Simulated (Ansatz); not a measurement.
Input for Ansatz (development build ahead of 0.2.0):

```yaml
crystal:
  periodic: [false, false, false]
  atoms:
    - { symbol: C, position_ang: [0.0, 0.0, 0.0] }
    - { symbol: O, position_ang: [0.0, 0.0, 4.0] }
basis:
  gaussian: { orbitals: pcseg-2 }
total_charge: 1
magnetization:
  initial_magnetization: 1
hamiltonian:
  xc: pbe0
```

The input is written out in the form of the current development build from the run's settings.

Results

| Property | Result |
| --- | --- |
| Converged | yes |
| Total energy | -112.29571 hartree |
| Spin squared of the determinant | 0.750 |
| Stability test | minimum among restricted orbitals |

Caution: stretched shape with no unrestricted run beside it, a lower state can exist; charge can spread falsely over distant fragments.
